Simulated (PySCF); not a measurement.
## Relaxation of triplet OF₂

All numbers come from PySCF, UB3LYP, basis O def2-TZVP, F def2-TZVP (no relativity, density fitting). A (50,194) grid was used.

A start displaced from a saddle point along its imaginary mode, of Cs symmetry, held to at least that symmetry:

```xyz
3
charge 0 multiplicity 3, angstrom
O     0.1200    0.0000   -0.3585
F     1.3921    0.0000    0.1331
F    -1.4932    0.0000    0.1687
```

Optimiser trace:
| step | E − E(last) (kJ/mol) | largest gradient (Eh/bohr) |
| --- | --- | --- |
| 0 | 14.25 | 0.01828 |
| 1 | 9.87 | 0.03092 |
| 2 | 4.30 | 0.01411 |
| 3 | 1.33 | 0.00803 |
| 4 | 0.14 | 0.00151 |
| 5 | 0.05 | 0.00216 |
| 6 | 0.01 | 0.00075 |
| 7 | 0.00 | 0.00017 |
| 8 | 0.00 | 0.00003 |

It ends at Cs with O–F 1.331 Å (after a last refinement on a finer grid). The molecule has come apart into OF + F. A frequency run shows a minimum.

Final geometry:
```xyz
3
charge 0 multiplicity 3, angstrom
O     0.2364    0.0000   -0.6318
F     1.2387    0.0000    0.2433
F    -1.4377    0.0000    0.2883
```
